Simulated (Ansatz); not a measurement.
How the cohesive energy of wurtzite ZnS (high-temperature phase) moves with the method

No measured value is used here.

```tsv
level (code)	value (eV/atom)	cell (Å³/atom)
PBE (Ansatz)	[?]	20.18
r²SCAN (Ansatz)	3.19	19.58
HSE06 (Ansatz)	2.98	19.98
```

Complete the blanks.


- PBE (Ansatz, a program for electronic structure), value (eV/atom): 2.90

Each level is taken at its own relaxed cell. Cutoffs and k meshes differ between the levels. Ansatz's density-functional and Hartree–Fock values are scalar-relativistic unless marked +SOC, with PAW data made under PBE.
